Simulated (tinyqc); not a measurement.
Hueckel theory of the pi electrons, for the molecule c1ccccc1 (SMILES; centres numbered as the heavy atoms are written), step by step. Computed by tinyqc, a small Python program that keeps every step. Settings: charge = 0. Command: `OMP_NUM_THREADS=1 python tinyqc.py 27987 27988 out.jsonl` (the two numbers bound the seeds that draw the settings). One thread of a shared host (Intel(R) Xeon(R) Processor @ 2.60GHz), about 0.01 s of CPU time with the checks.

## The Hueckel matrix

Centres:
```
centre  z_r, pi electrons of the neutral centre         h
1C                                            1  0.000000
2C                                            1  0.000000
3C                                            1  0.000000
4C                                            1  0.000000
5C                                            1  0.000000
6C                                            1  0.000000
```

Bonds:
```
i  j  k
1  2  1
2  3  1
3  4  1
4  5  1
5  6  1
6  1  1
```

H_rr = alpha + h_r beta, H_rs = k_rs beta for bonded centres.

Hueckel matrix in units of beta (H = alpha + beta A):
```
          1C        2C        3C        4C        5C        6C
1C  0.000000  1.000000  0.000000  0.000000  0.000000  1.000000
2C  1.000000  0.000000  1.000000  0.000000  0.000000  0.000000
3C  0.000000  1.000000  0.000000  1.000000  0.000000  0.000000
4C  0.000000  0.000000  1.000000  0.000000  1.000000  0.000000
5C  0.000000  0.000000  0.000000  1.000000  0.000000  1.000000
6C  1.000000  0.000000  0.000000  0.000000  1.000000  0.000000
```

## Orbitals

pi electrons, sum of z_r less the charge = 6

Diagonalise; E = alpha + x beta with beta < 0, so the largest x are filled first; degenerate levels share their electrons. P = sum n_i c_ri c_si; each orbital has its largest coefficient positive (the first on a tie).

x values: 2.000000  1.000000  1.000000  -1.000000  -1.000000  -2.000000

occupations: 2.000000  2.000000  2.000000  0.000000  0.000000  0.000000

coefficients:
```
         MO1        MO2        MO3        MO4        MO5        MO6
1C  0.408248   0.577350   0.000000   0.000000   0.577350   0.408248
2C  0.408248   0.288675   0.500000   0.500000  -0.288675  -0.408248
3C  0.408248  -0.288675   0.500000  -0.500000  -0.288675   0.408248
4C  0.408248  -0.577350   0.000000   0.000000   0.577350  -0.408248
5C  0.408248  -0.288675  -0.500000   0.500000  -0.288675   0.408248
6C  0.408248   0.288675  -0.500000  -0.500000  -0.288675  -0.408248
```

charge and bond-order matrix P:
```
           1C         2C         3C         4C         5C         6C
1C   1.000000   0.666667   0.000000  -0.333333   0.000000   0.666667
2C   0.666667   1.000000   0.666667   0.000000  -0.333333   0.000000
3C   0.000000   0.666667   1.000000   0.666667   0.000000  -0.333333
4C  -0.333333   0.000000   0.666667   1.000000   0.666667   0.000000
5C   0.000000  -0.333333   0.000000   0.666667   1.000000   0.666667
6C   0.666667   0.000000  -0.333333   0.000000   0.666667   1.000000
```

Within a degenerate level the vectors are fixed only up to a rotation; this is one choice.

## Energy, charges, bond orders

E = sum n x; q_r = z_r - P_rr; bond order p = P_rs; free valence = sqrt(3) - sum of p over the bonds of the atom.

pi energy = 6 alpha + this times beta = 8.000000

pi charges: 1C 0.000000, 2C 0.000000, 3C 0.000000, 4C 0.000000, 5C 0.000000, 6C 0.000000

Bond orders and lengths from R = 1.517 - 0.180 p (angstrom, C-C alone):
```
bond         p         R
1-2   0.666667  1.397000
2-3   0.666667  1.397000
3-4   0.666667  1.397000
4-5   0.666667  1.397000
5-6   0.666667  1.397000
6-1   0.666667  1.397000
```

free valence of the carbons: 1C 0.398717, 2C 0.398717, 3C 0.398717, 4C 0.398717, 5C 0.398717, 6C 0.398717

gap between the highest filled and the next level = 2.000000 |beta|
